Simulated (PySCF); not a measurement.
C3H6: calculation and literature

Mapped SMILES: `[CH2:1]=[CH:2][CH3:3]`. Each H is labelled by its parent atom. Ha(C1) is cis to C3; Hb(C1) is trans to C3.

Computed data (PySCF 2.14.0 with density-fitted response routines): coordinates at the PBE0-D3(BJ)/def2-SVP level, shieldings: GIAO WP04/pcSseg-2, J couplings at B3LYP/pcJ-1. Gas phase, one computed conformer, one averaged value for each set of equivalent atoms, no relativistic terms.

Reference values: measured (solution, acetone-d6, 298 K; Fulmer et al., Organometallics 2010, 29, 2176).
```
 atoms  quantity  reference  computed  computed, scaled
    C2     δ 13C      134.3     146.0             136.6
    C1     δ 13C      116.0     124.1             115.7
    C3     δ 13C       19.4      23.4              19.8
 H(C2)      δ 1H       5.81      5.81              5.86
Ha(C1)      δ 1H       5.00      5.04              5.10
Hb(C1)      δ 1H       4.90      4.98              5.04
 H(C3)      δ 1H       1.68      1.76              1.86
```

Reference values: measured (solution, D2O, 298 K; Fulmer et al., Organometallics 2010, 29, 2176).
```csv
atoms,quantity,reference,computed,"computed, scaled"
H(C2),δ 1H,5.90,5.81,5.86
Ha(C1),δ 1H,5.06,5.04,5.10
Hb(C1),δ 1H,4.95,4.98,5.04
H(C3),δ 1H,1.70,1.76,1.86
```

Reference values: measured (solution, CD3OD, 298 K; Fulmer et al., Organometallics 2010, 29, 2176).
```json
{"atoms": "C2", "quantity": "δ 13C", "reference": "134.6", "computed": "146.0", "computed, scaled": "136.6"}
{"atoms": "C1", "quantity": "δ 13C", "reference": "116.0", "computed": "124.1", "computed, scaled": "115.7"}
{"atoms": "C3", "quantity": "δ 13C", "reference": "19.5", "computed": "23.4", "computed, scaled": "19.8"}
{"atoms": "H(C2)", "quantity": "δ 1H", "reference": "5.82", "computed": "5.81", "computed, scaled": "5.86"}
{"atoms": "Ha(C1)", "quantity": "δ 1H", "reference": "5.01", "computed": "5.04", "computed, scaled": "5.10"}
{"atoms": "Hb(C1)", "quantity": "δ 1H", "reference": "4.91", "computed": "4.98", "computed, scaled": "5.04"}
{"atoms": "H(C3)", "quantity": "δ 1H", "reference": "1.70", "computed": "1.76", "computed, scaled": "1.86"}
```

Reference values: measured (solution, C6D5Cl, 298 K; Fulmer et al., Organometallics 2010, 29, 2176).
| atoms | quantity | reference | computed | computed, scaled |
| --- | --- | --- | --- | --- |
| C2 | δ 13C | 133.6 | 146.0 | 136.6 |
| C1 | δ 13C | 115.9 | 124.1 | 115.7 |
| C3 | δ 13C | 19.3 | 23.4 | 19.8 |

Reference values: measured (solution, C6D6, 298 K; Fulmer et al., Organometallics 2010, 29, 2176).
| atoms | quantity | reference | computed | computed, scaled |
| --- | --- | --- | --- | --- |
| C2 | δ 13C | 133.7 | 146.0 | 136.6 |
| C1 | δ 13C | 115.9 | 124.1 | 115.7 |
| C3 | δ 13C | 19.4 | 23.4 | 19.8 |

Reference values: measured (solution, not stated in the table (CDCl3 in this author's series); The use of chemical shift calculations in the conformational analysis of substituted benzenes, New J. Chem. 2019 (ESI)).
| atoms | quantity | reference | computed | computed, scaled |
| --- | --- | --- | --- | --- |
| H(C2) | δ 1H | 5.83 | 5.81 | 5.86 |
| Ha(C1) | δ 1H | 5.03 | 5.04 | 5.10 |
| Hb(C1) | δ 1H | 4.94 | 4.98 | 5.04 |
| H(C3) | δ 1H | 1.73 | 1.76 | 1.86 |

Computed shifts are σ(ref) − σ with the named reference compound (TMS for H and C) calculated as an isolated molecule at the same level. The measured values may be among those fitted. Scaled to experiment by linear calibration (H and C: mostly CDCl3 data, vs TMS): 1H (scatter 0.17 ppm rms); 13C (scatter 2.5 ppm rms, 2.8 ppm with the 1 outlier that the fit left out). Occasional misses reach two or three times the rms, and more in compound classes unlike the fitted ones.

Coupling constants in Hz:
| coupling | reference | computed | source |
| --- | --- | --- | --- |
| 3J(Hb(C1),H(C2)) cis | 10.0 | 11.2 | measured; UCL NMR lecture notes, Spin-Spin Coupling (L3_3_97) |
| 3J(Ha(C1),H(C2)) trans | 16.8 | 18.1 | measured; UCL NMR lecture notes, Spin-Spin Coupling (L3_3_97) |
| 3J(H(C2),Hb(C1)) cis | 10.0 | 11.2 | measured; solution (compiled); Pretsch, Buehlmann, Badertscher, Structure Determination of Organic Compounds, 4th ed., Springer 2009 |
| 3J(H(C2),Ha(C1)) trans | 16.8 | 18.1 | measured; solution (compiled); Pretsch, Buehlmann, Badertscher, Structure Determination of Organic Compounds, 4th ed., Springer 2009 |
| 2J(Ha(C1),Hb(C1)) | 2.1 | 2.6 | measured; solution (compiled); Pretsch, Buehlmann, Badertscher, Structure Determination of Organic Compounds, 4th ed., Springer 2009 |
| 1J(C2,H(C2)) | 152.0 | 158.4 | measured; liquid or solution (compiled); San Fabian, Garcia de la Vega, Suardiaz et al., Magn. Reson. Chem. 2013, 51, 775 (SI) |

Question: How far are the unscaled 13C shifts from the references?

Answer: Mean signed difference +8.03 ppm, mean absolute 8.03 ppm over 12 comparisons; the largest is +12.4 ppm at C2 (alkene CH).

Question: How far are the unscaled 1H shifts from the references?

Answer: Mean signed difference +0.02 ppm, mean absolute 0.04 ppm over 16 comparisons; the largest is -0.09 ppm at H(C2) (hydrogen on an alkene CH).

34 of the 105 published NMR values on file for this molecule are compared. The rest: values from further sources, protons in aromatic solvents, values whose atom or origin is in doubt.

Unscaled 3J(H,H) at this level run about 10 % above measured values.
